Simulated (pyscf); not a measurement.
## Four-centre exchange: F–SiH₂–O–SiH₃ (SMILES F[SiH2]O[SiH3]) + F–C:–F (SMILES F[C]F) [singlet] → F–SiH(F)–O–SiH₃ (SMILES F[SiH](F)O[SiH3]) + :HC–F (SMILES [CH]F) [singlet]

Gas phase, singlet surface, charge 0. Bonds broken: Si1–H5, F10–C11. Bonds formed: Si1–F10, H5–C11. PySCF, gas phase, ωB97X-D3(BJ)/def2-SVP geometries.

Transition state (Å):

```xyz
12

Si     0.0164    -0.1950     0.9543
F      0.4745    -1.5957     1.6431
O     -0.4591    -0.6145    -0.5364
Si    -1.4388    -0.0259    -1.7741
H     -1.2761    -0.2122     2.0207
H      1.1312     0.7175     1.2215
H     -0.9682     1.3235    -2.1835
H     -1.3074    -0.9791    -2.9044
H     -2.8459     0.0308    -1.3023
F     -1.0891     1.4576     0.8131
C     -1.8469     0.9080     2.0695
F     -1.1880     1.5334     3.0307
```

One imaginary mode, 234i cm⁻¹; descent along it reached the two sides named, in the forms told below.

```csv
bond,change,reactant side (Å),saddle,product side
Si1–H5,breaks,1.487,1.676,3.3
F10–C11,breaks,1.307,1.567,2.7
Si1–F10,forms,3.2,1.993,1.624
H5–C11,forms,3.5,1.258,1.127
```

Electronic energies relative to the separated reactants (kJ/mol):

```csv
level,barrier,reaction energy,reverse barrier
ωB97X-D3(BJ)/def2-TZVP,104.5,-72.9,177.5
PBE/def2-TZVP,73.6,-58.7,132.3
r²SCAN/def2-TZVP,74.2,-69.2,143.4
B3LYP-D3(BJ)/def2-TZVP,98.7,-76.9,175.6
PBE0-D3(BJ)/def2-TZVP,86.7,-67.3,154.0
M06-2X/def2-TZVP,100.9,-84.2,185.1
ωB97M-D3(BJ)/def2-TZVP,105.5,-75.2,180.7
HF/def2-TZVP,202.3,-92.8,295.2
```

With ωB97M-D3(BJ)/def2-TZVP energies and thermal terms (ideal gas, 1 atm, RRHO with modes under 100 cm⁻¹ raised to 100, one conformer, R ln 2 for chiral ones without a mode under 150 cm⁻¹), in kJ/mol:

```tsv
T (K)	ΔH‡	ΔG‡	ΔH	ΔG
298	109.4	163.2	-72.9	-72.5
600	111.0	217.0	-72.1	-72.5
900	113.2	269.6	-72.1	-72.8
1200	115.6	321.3	-72.4	-72.9
```

On the product side the descent ends in a complex (not fully relaxed), 23.2 kJ/mol under the separated species and 200.6 kJ/mol under the saddle at ωB97X-D3(BJ)/def2-TZVP. One saddle was located; it need not be the lowest between these sides. A restricted singlet here is unstable towards spin polarisation, as is usual where a triplet lies low; its energy is less safe.
